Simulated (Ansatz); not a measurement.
**PbAu2 (Fd-3m)**

Level of theory: Ansatz, DFT r2SCAN, scalar-relativistic, plane waves, PAW.

Plane waves to 500 eV, a k mesh through Γ of 8×8×8 on the computed 6-atom cell and Gaussian smearing (0.02 eV); no spin polarisation.

The structure is relaxed at this level of theory with its symmetry kept. Whether it is the stable form of this composition wasn't checked.

```yaml
crystal:
  lattice:
    - [0.00000, 4.02243, 4.02243]
    - [4.02243, 0.00000, 4.02243]
    - [4.02243, 4.02243, 0.00000]
  atoms:
    - { symbol: Pb, position: [0.50000, 0.50000, 0.50000] }
    - { symbol: Pb, position: [0.75000, 0.75000, 0.75000] }
    - { symbol: Au, position: [0.12500, 0.12500, 0.12500] }
    - { symbol: Au, position: [0.62500, 0.12500, 0.12500] }
    - { symbol: Au, position: [0.12500, 0.12500, 0.62500] }
    - { symbol: Au, position: [0.12500, 0.62500, 0.12500] }
```

| Quantity | Value |
| --- | --- |
| Space group | Fd-3m (No. 227) |
| Volume per atom | 21.69 Å³ |
| Formation energy from the elements' standard states (uncorrected) | -0.057 eV/atom |
| Generalised Kohn–Sham band gap | none (metal) |
| Density of states at the Fermi level | 0.59 states/eV per cell |
| Löwdin character within 0.5 eV of the Fermi level | Pb 6p 49 %, Au 6s 19 %, Au 5d 17 %, unprojected 9 % |
| Bulk modulus | 97 GPa |
| Its pressure derivative | 5.5 |
| Bader charges (e) | Pb (2 in the cell) 0.58, Au (4 in the cell) -0.29 |

Spin-orbit coupling is left out, which matters for the bands of heavy elements. The smearing is narrow for a metal on this mesh.

The bands only touch here, so at this level the crystal is a zero-gap semiconductor or semimetal, not an ordinary metal; spin–orbit coupling, left out, can open or move such a gap.

Cost: 6 runs of about 8 core-minutes in all, on Arm Neoverse V1 (shared hosts).